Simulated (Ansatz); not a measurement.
C2H4O2, SMILES `COC=O` (C–O–C–O torsion 0°) (charge 0, multiplicity 1).

Calculation: r2SCAN0/cc-pVTZ // PBE0-D3(BJ)/def2-TZVP (Ansatz, a program for electronic structure).

Ansatz 0.2 input:
```yaml
crystal:
  periodic: [false, false, false]
  atoms:
    - { symbol: C, position_ang: [-1.006035, -0.184322, 0.089924] }
    - { symbol: O, position_ang: [0.300799, -0.7405, -0.053446] }
    - { symbol: C, position_ang: [1.290062, 0.145802, -0.118307] }
    - { symbol: O, position_ang: [1.168808, 1.334544, -0.067193] }
    - { symbol: H, position_ang: [-1.072526, 0.401098, 1.007695] }
    - { symbol: H, position_ang: [-1.6867, -1.03125, 0.126626] }
    - { symbol: H, position_ang: [-1.241107, 0.460079, -0.757975] }
    - { symbol: H, position_ang: [2.246698, -0.385451, -0.227322] }
basis:
  gaussian: { orbitals: cc-pVTZ }
hamiltonian:
  xc: r2scan0
```

Output:

```
Functional definition: r2SCAN0
920 factors; their error is unknown
mean field evaluation 1: about -6227.0789 eV, gradient 5.0e1 eV
mean field evaluation 2: about -6223.8126 eV, gradient 6.6e1 eV
mean field evaluation 4: about -6231.2945 eV, gradient 3.9e0 eV
mean field evaluation 8: about -6231.3211 eV, gradient 5.6e-2 eV
mean field evaluation 16: about -6231.3137 eV, gradient 4.8e-5 eV
mean field -6231.31366934 eV, -228.9965536122 hartree, gradient 4.8e-5 eV, S^2 0.000000; 0 other end points of the search recorded, 0 dependent functions left out
reference -6231.31367631 eV, -228.9965538681 hartree; 16, 16 occupied and 160, 160 virtual orbitals, 920 factors
Total energy: -6231.31367631 eV, -228.9965538681 hartree
```
